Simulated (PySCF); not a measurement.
C3H8, SMILES CCC.

The structure is a stationary point at ωB97X-D3(BJ)/def2-SVP.

Level of theory: ωB97X-D3(BJ)/def2-SVP run with PySCF 2.14.0.

No scaling factor is applied to the harmonic values.

```
mode  ν (cm⁻¹)  IR (km/mol)  moving atoms (share of kinetic energy)
----  --------  -----------  --------------------------------------
1          225          0.0                                  H 98 %
2          279          0.0                          H 88 %, C 12 %
3          371          0.1                          C 55 %, H 45 %
4          754          4.0                                  H 93 %
5          900          1.1                          C 62 %, H 38 %
6          911          0.0                           H 91 %, C 9 %
7          935          2.2                          H 84 %, C 16 %
8         1091          0.2                          C 56 %, H 44 %
9         1181          1.5                          H 52 %, C 48 %
10        1210          0.5                          H 57 %, C 43 %
11        1313          0.0                          H 89 %, C 11 %
12        1363          1.3                          H 75 %, C 25 %
13        1416          2.4                          H 78 %, C 22 %
14        1420          7.6                          H 64 %, C 36 %
15        1472          0.0                                  H 97 %
16        1477          0.1                                  H 96 %
17        1483          1.3                                  H 93 %
18        1489         13.4                                  H 97 %
19        1497          4.7                           H 91 %, C 9 %
20        3055         30.4                                  H 97 %
21        3057         28.4                                  H 97 %
22        3066         17.6                                  H 94 %
23        3108          6.1                          H 90 %, C 10 %
24        3142          0.0                          H 90 %, C 10 %
25        3149         73.9                          H 90 %, C 10 %
26        3152         20.2                          H 90 %, C 10 %
27        3154         36.3                           H 91 %, C 9 %
```
